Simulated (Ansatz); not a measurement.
CH3BF, SMILES `C[B]F` radical, relaxed with UKS PBE-D4/def2-SVP in Ansatz from a rough embedded geometry. The force threshold is 0.03 eV/Å; the program also tests the step.

The species carries charge 0 and has multiplicity 2.

Start:

```xyz
6

C    -0.104    0.009   -0.442
B     0.049   -0.668    0.917
F     0.507    0.093    2.016
H    -1.138   -0.028   -0.788
H     0.165    1.078   -0.450
H     0.521   -0.483   -1.252
```

| step | energy (eV) | largest force (eV/Å) | largest move (Å) |
| --- | --- | --- | --- |
| 1 | -4469.7557 | 3.054 | 0.000 |
| 2 | -4469.9095 | 1.617 | 0.043 |
| 3 | -4469.9500 | 0.691 | 0.045 |
| 4 | -4469.9569 | 0.065 | 0.020 |
| 5 | -4469.9573 | 0.010 | 0.005 |

End:

```xyz
6

C    -0.101    0.045   -0.465
B     0.074   -0.617    0.940
F     0.497    0.024    2.017
H    -1.155   -0.068   -0.796
H     0.178    1.121   -0.484
H     0.506   -0.506   -1.213
```

It took 9 s on 2 threads of a server CPU on a shared host, with 0.13 GiB of host memory at the peak.
